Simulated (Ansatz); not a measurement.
Relaxation of AlH4O2 (7 atoms, charge 1, multiplicity 1), to a largest force component of 0.02 eV/Å in at most 50 steps.

Theory: RKS B3LYP-D4/def2-SVPD (Ansatz 0.2.0).

```xyz
7
Properties=species:S:1:pos:R:3
O -1.237 -1.006 -0.417
Al -0.065 0.050 -0.768
O 0.738 0.519 0.808
H -1.961 -1.626 -0.395
H 0.614 0.790 -1.864
H 0.442 0.135 1.656
H 1.469 1.137 0.979
```

Task: Where does it end, and by what steps?

Result: The forces met the threshold. After 10 steps the energy has fallen by 0.140 eV; O1 moved furthest, 0.23 Å.

```csv
step,energy less start (eV),largest force component (eV/Å),accepted
0,0.0000,1.024,yes
1,-0.0596,0.644,yes
2,-0.0817,0.255,yes
3,-0.0857,0.240,yes
4,-0.0985,0.335,yes
5,-0.1258,0.232,yes
6,-0.1198,0.725,no
7,-0.1379,0.070,yes
8,-0.1363,0.279,no
9,-0.1395,0.033,yes
10,-0.1396,0.008,yes
```

```xyz
7
Properties=species:S:1:pos:R:3
O -1.199 -1.004 -0.193
Al -0.068 0.056 -0.811
O 0.730 0.510 0.836
H -1.908 -1.570 -0.508
H 0.584 0.786 -2.006
H 0.395 0.105 1.657
H 1.466 1.116 1.025
```

Whether the end is a true minimum wasn't checked by a vibrational analysis.

Time of the run: 13 s on 2 threads of Intel(R) Xeon(R) Platinum 8488C (Sapphire Rapids), with other jobs on the host, peak memory 0.19 GiB.
